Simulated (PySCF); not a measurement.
# Atomic charges by several schemes

Compound: CH₅FSi.
Structure used (GFN2-xTB), in Å, numbered top down from 1:
```
atom  x, y, z in Å
F1     1.6227    0.1566   -0.9982
C2     0.9392   -0.0664    0.1819
Si3   -0.9508    0.0544   -0.1145
H4     1.2505   -1.0540    0.5329
H5     1.3053    0.6798    0.8923
H6    -1.2528    1.3947   -0.6106
H7    -1.3252   -0.9642   -1.0922
H8    -1.5799   -0.1914    1.1837
```

Density: PBE0/pcSseg-1 (PySCF); schemes: Mulliken, IAO, Hirshfeld and ESP-fitted. Isolated species at its GFN2-xTB geometry, gas phase.

Q: Atoms with like bonding are taken together and averaged. Do the Mulliken, IAO, Hirshfeld and ESP-fitted schemes agree on where the charge is lowest?

A: All schemes agree: Mulliken F1 (-0.347); IAO F1 (-0.326); Hirshfeld F1 (-0.132); ESP-fitted F1 (-0.235).

Q: At which atom do the 4 schemes differ most?

A: At Si3: from +0.322 (Hirshfeld) to +0.603 e (IAO), 0.281 e apart.

Q: What partial charge does each atom carry?

A: In e; atoms taken as equivalent share a row and are averaged (×n: the atom named and its like, n in all):

| atom | environment | Mulliken | IAO | Hirshfeld | ESP-fitted |
| --- | --- | --- | --- | --- | --- |
| F1 | alkyl fluorine | -0.347 | -0.326 | -0.132 | -0.235 |
| C2 | sp3 C–F carbon | -0.138 | -0.231 | -0.064 | -0.039 |
| Si3 | SiH3 silicon | +0.475 | +0.603 | +0.322 | +0.380 |
| H4/H5 | methylene hydrogen | +0.126 | +0.147 | +0.044 | +0.085 |
| H6/H7/H8 | Si–H hydrogen | -0.081 | -0.113 | -0.071 | -0.092 |

Mean size of the charges over all atoms: IAO 0.224 e, Mulliken 0.182 e, ESP-fitted 0.137 e, Hirshfeld 0.102 e. Each set sums to the total charge, 0, to within 0.001 e. The Mulliken scheme gives each basis function's population to the atom it is centred on and halves the overlap population of two atoms between them. The IAO scheme counts the electrons in orthogonalised intrinsic atomic orbitals, a minimal basis polarised so that it spans the occupied orbitals exactly.

Some averages cover members that differ in this geometry: H6/H7/H8, ESP-fitted -0.110 to -0.082 e.

Q: Sum the charges by element, for elements with more than one atom.

A: 
```
element  atoms  Mulliken     IAO  Hirshfeld  ESP-fitted
      H      5    +0.009  -0.046     -0.125      -0.106
```

Q: How closely do the schemes follow one another over all atoms?

A: Correlation coefficient and root-mean-square difference: Mulliken with IAO 0.99, 0.061 e; Mulliken with ESP-fitted 0.98, 0.066 e; Hirshfeld with ESP-fitted 0.98, 0.049 e; IAO with Hirshfeld 0.98, 0.146 e; IAO with ESP-fitted 0.97, 0.114 e; Mulliken with Hirshfeld 0.96, 0.105 e.

Q: How many electrons does the Mulliken scheme count on C2?

A: Z − q = 6 − (-0.138) = 6.138.
